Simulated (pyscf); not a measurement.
Elementary routes open to GeH₄ + •H₂Si–SiH₃ in the gas phase (doublet surface):
A. GeH₃• + H₃Si–SiH₃ (Ge–H broken; H–Si formed)
B. H₃Si–SiH₂–GeH₃ + H• (Ge–H broken; Ge–Si formed)

Structures and frequencies: ωB97X-D3(BJ)/def2-SVP in PySCF.

Question: Rank the routes by free-energy barrier at 1200 K, lowest first, for ωB97M-D3(BJ)/def2-TZVP energies (ideal gas, 1 atm, RRHO with modes under 100 cm⁻¹ raised to 100, one conformer, R ln 2 for chiral ones without a mode under 150 cm⁻¹).

Answer: A (1.44 eV), B (2.44 eV)

Route A is the fastest of these, ahead of the next by 1.00 eV. The most stable products are those of A (ΔG = -0.15 eV), so kinetics and thermodynamics agree. At 298 K A is still the fastest. Only these routes are compared; each barrier is that of the saddle found, and lower ones may exist. Elements up to Kr have no core potential and no relativistic terms here.
